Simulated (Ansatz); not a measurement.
Input for Ansatz (development build ahead of 0.2.0):

```yaml
crystal:
  periodic: [false, false, false]
  atoms:
    - { symbol: Si, position_ang: [0.0, 0.0, 0.0] }
    - { symbol: Si, position_ang: [0.0, 0.0, 5.175] }
basis:
  gaussian: { orbitals: def2-SVP }
magnetization:
  spin_polarized: true
  initial_magnetization: 2
hamiltonian:
  xc: hf
scf:
  omitted_lower_state_checks: [stability, starts, atomic_configurations, cluster_reference, orbital_swaps, given_window_search, neighbouring_geometries, increment]
output:
  forces: true
```

The input is written out in the form of the current development build from the run's settings.

Results

```
Converged                       : yes
Total energy                    : -577.49272 hartree
Spin squared of the determinant : 3.028
```

Forces (eV/Å):
| atom | Fx | Fy | Fz |
| --- | --- | --- | --- |
| Si1 | 0.000 | 0.000 | 0.011 |
| Si2 | 0.000 | 0.000 | -0.011 |

This is not the lowest solution: another run reaches a determinant 0.01 eV lower. Caution: the unrestricted determinant is a mixture of spin states.
